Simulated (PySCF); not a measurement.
Cyclopropenone, C₃H₂O.
SMILES with atom numbers: `[O:1]=[c:2]1[cH:3][cH:4]1` (hydrogens: H5 on C3; H6 on C4)

Cartesian coordinates in Å at the PBE0-D3(BJ)/def2-SVP level; atoms count from 1:
```
atom  x, y, z in Å
O1     2.061   -0.102    0.073
C2     0.866   -0.052    0.024
C3    -0.424   -0.670   -0.045
C4    -0.368    0.674   -0.012
H5    -1.099   -1.528   -0.093
H6    -0.974    1.583   -0.016
```

All values: PBE0/pcSseg-1 (PySCF, non-relativistic), on one gas-phase PBE0-D3(BJ)/def2-SVP geometry that isn't relaxed in the solvent. The solvent is an IEF-PCM continuum (Bondi radii, 1.10 Å for H, scaled by 1.2). The model holds no explicit solvent molecules, cavitation or dispersion.

Gas phase at PBE0/pcSseg-1: HOMO -7.06 eV, LUMO -1.19 eV, dipole 4.14 D.

Question: What does the continuum do to the energy, the frontier levels and the dipole at PBE0/pcSseg-1 in benzene and methanol?

Answer: 
| solvent | ε | E(solvent) − E(gas) (kJ/mol) | polarisation term (kJ/mol) | distortion of the solute (kJ/mol) | HOMO (eV) | LUMO (eV) | dipole (D) |
| --- | --- | --- | --- | --- | --- | --- | --- |
| benzene | 2.271 | -13.97 | -15.53 | 1.56 | -7.09 | -1.01 | 4.68 |
| methanol | 32.61 | -29.96 | -37.21 | 7.25 | -7.16 | -0.83 | 5.31 |

The first energy column is the sum of the next two and covers electrostatics alone. From benzene to methanol the lowering changes by a factor 2.14, Onsager's factor (ε − 1)/(2ε + 1) by 2.08 and ε itself by 14.4.

Question: Which radius a makes the point-dipole formula ΔE = −[(ε − 1)/(2ε + 1)]·μ²/a³ give the value in methanol, with the gas-phase dipole?

Answer: μ = 1.629 au and |ΔE| = 0.01141 Eh give a = 2.54 Å; the farthest nucleus lies 2.05 Å from the centroid of the nuclei. The formula assumes a rigid point dipole at the centre of a sphere.

Question: Which Hirshfeld charges (PBE0/pcSseg-1) respond most in benzene (means over atoms taken as equivalent)?

Answer: 
| atoms | environment | gas (e) | solvent (e) | change |
| --- | --- | --- | --- | --- |
| O1 | carbonyl oxygen | -0.279 | -0.307 | -0.028 |
| H5/H6 | hydrogen on carbon | +0.087 | +0.096 | +0.009 |
| C3/C4 | unsaturated ring CH carbon | -0.009 | -0.002 | +0.007 |
| C2 | ring carbonyl carbon | +0.122 | +0.119 | -0.003 |

Question: Which Mayer bond orders change most in benzene?

Answer: 
```
 bond  length (Å)    gas  solvent  change
O1–C2       1.197  2.027    1.992  -0.035
C3–C4       1.346  1.431    1.410  -0.021
C4–C2       1.432  0.979    1.000  +0.021
C2–C3       1.432  0.980    1.000  +0.020
C4–H6       1.093  0.979    0.980  +0.001
C3–H5       1.092  0.980    0.980   0.000
```
